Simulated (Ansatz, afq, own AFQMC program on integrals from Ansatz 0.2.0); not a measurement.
AFQMC on a folder of integrals that Ansatz 0.2.0 wrote.

```yaml
crystal:
  periodic: [false, false, false]
  atoms:
    - {symbol: Ge, position_ang: [-0.039161, 0.000000, 0.913661]}
    - {symbol: Ge, position_ang: [0.039161, 0.000000, -0.913661]}
    - {symbol: H, position_ang: [0.484958, -1.257455, 1.630434]}
    - {symbol: H, position_ang: [0.484958, 1.257455, 1.630434]}
    - {symbol: H, position_ang: [-0.484958, -1.257455, -1.630434]}
    - {symbol: H, position_ang: [-0.484958, 1.257455, -1.630434]}
basis:
  gaussian: {orbitals: 6-31G}
magnetization: {spin_polarized: false}
correlation: {method: ccsd_t, electrons: outside_noble_gas, hamiltonian_folder: ham}
```

```sh
$ ansatz run in.yaml --threads 1 --pin off --events-out ev --progress --plain --max-ram 1382MiB
```

Options of the walk:

```
--method phaseless --trial hf --walkers 120 --populations 1 --least-time 40 --time-step 0.005 --steps-per-block 20 --equilibration-blocks 112 --max-blocks 600 --target-error 0.00126 --factor-cut 1e-05 --seed 5217 --taylor-order 6
```

Times are imaginary, in 1/Eh. The walk had a cap of 594 s. Filled inner d shells are frozen with the cores.

Log:

```
orbitals 38  electrons 6 6  factors 358 of 631
reference energy -4152.19464189 Eh
CCSD correlation -0.14371991 Eh in 10 cycles, weight of the determinant in the CISD state 0.8838
energy of the start -4152.194642 Eh
 block  time / (1/Eh)  mean weight  energy / Eh
     1     0.100  1.0007  -4152.217105
     2     0.200  1.0009  -4152.234102
     3     0.300  1.0001  -4152.248309
     4     0.400  1.0005  -4152.260985
     5     0.500  1.0001  -4152.269498
     7     0.700  1.0011  -4152.283090
     9     0.900  1.0004  -4152.294303
    18     1.800  1.0012  -4152.326306
    52     5.200  0.9993  -4152.329505
    86     8.600  0.9997  -4152.330307
   120    12.000  1.0015  -4152.341619
   154    15.400  1.0003  -4152.362534
   188    18.800  0.9999  -4152.339189
   205    20.500  1.0013  -4152.320588
   222    22.200  1.0009  -4152.330440
   256    25.600  0.9991  -4152.330683
   290    29.000  1.0000  -4152.345376
   324    32.400  0.9997  -4152.340273
   341    34.100  1.0002  -4152.374762
   358    35.800  0.9995  -4152.361565
   392    39.200  0.9985  -4152.341042
   426    42.600  0.9994  -4152.340135
   460    46.000  0.9996  -4152.339389
   494    49.400  0.9992  -4152.339466
   528    52.800  0.9998  -4152.336036
   562    56.200  0.9990  -4152.340592
   596    59.600  1.0007  -4152.352852
   630    63.000  0.9997  -4152.350036
   664    66.400  1.0013  -4152.347424
   698    69.800  0.9991  -4152.332382
blocks merged  error / Eh  count
     1  0.000496  600
     2  0.000668  300
     4  0.000902  150
     8  0.001137  75
    16  0.001396  37
    32  0.001674  18
    64  0.002039  9
energy -4152.342634 +/- 0.001674 Eh
(rows thinned)
```

The run passed its tests (sampling time, drift between the halves within three errors, error under three times the target), which doesn't prove that it has relaxed.

Against this walk (error 45.6 meV) on the same determinant: CCSD(T) 31.4 meV higher (within the noise), a separate phaseless walk with a CISD trial and standard settings 39.3 ± 45.8 meV higher (within the noise). The error is statistical and leaves out the bias of the constraint. None of these is a sure reference here.

Cautions: constraint bias not in the error; error above the target (45.6 against 34.3 meV); no relativity below Rb; no spin-orbit coupling; inner d shell frozen; restricted determinant unstable towards unrestricted (UHF 3 meV lower, ⟨S²⟩ 0.07).

The walk took 2.4 min on 1 thread of Arm Neoverse V2, with other jobs on the host. The log's last line is the phaseless energy.

A walk keeps the symmetry of its determinant, which the program's search chose and which needn't be the lowest solution, so a lower state of the same spin and another symmetry isn't excluded.
